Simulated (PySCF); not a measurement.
Saddle point of BH$_{5}$S, singlet (BH₃ + H₂S → BH₃S ([BH2][SH]) + H₂; bonds formed: H2–H5; dative contacts that become bonds: B1–S6; bonds broken: B1–H2, H5–S6), PBE0-D4/def2-TZVP structure:

```csv
atom,x (Å),y (Å),z (Å)
B1,-0.5155,-0.4088,-0.1306
H2,0.2233,-0.7152,-1.1127
H3,-0.3992,-1.2370,0.7170
H4,-1.5648,-0.0605,-0.5788
H5,0.5889,0.2882,-0.6338
S6,0.3401,1.3389,0.5043
H7,1.3270,0.7945,1.2347
```

Energies are electronic, without zero-point energy. Barriers and step energies count from the start structure reached by relaxing down the imaginary mode; all methods use the PBE0-D4 structures, on which another method's saddle can fall below an end. Computed with PySCF 2.14 with density fitting (its default auxiliary sets; JK sets also for MP2 and CCSD(T)) (basis: def2-TZVPP, with def2-QZVPP for the basis limit); correlated methods freeze the cores. B3LYP uses VWN-RPA correlation. Extrapolation: Hartree–Fock as exp(−7.88 √X), correlation as X^−2.97.

| method | barrier (eV) | step energy (eV) |
| --- | --- | --- |
| SPW92 | ? | 0.207 |
| PBE-D4 | 0.591 | -0.106 |
| r2SCAN-D4 | 0.657 | -0.166 |
| PBE0-D4 | ? | -0.097 |
| B3LYP-D4 | 0.788 | -0.255 |
| BHLYP-D4 | 0.931 | -0.258 |
| wB97M-V | 0.806 | -0.210 |
| HF | 1.214 | -0.509 |
| MP2 | ? | -0.262 |
| CCSD | 0.904 | -0.270 |
| CCSD(T) | 0.836 | -0.261 |

(1) Fill in the withheld barriers. (To be estimated.)

No T1 diagnostic of these runs exceeds 0.015.

Results:

(1) Computed: SPW92 0.486; MP2 0.781; PBE0-D4 0.694 eV. Each is the energy of the saddle less that of the start structure, by the same method.

For comparison, the barrier by CCSD(T) at an estimated basis limit (MP2 extrapolated from triple and quadruple zeta, plus CCSD(T) − MP2 in triple zeta) is 0.794 eV.

Labels in which every atom is bracketed show which atoms are joined, not bond orders.

For scale, one of the runs: CCSD(T)/def2-TZVPP, 143 basis functions, launched by `OMP_NUM_THREADS=4 python run.py`. The run took 36 s on 4 CPU threads of an AMD EPYC 7B13 (shared host), with 0.7 GiB of host memory at its peak.
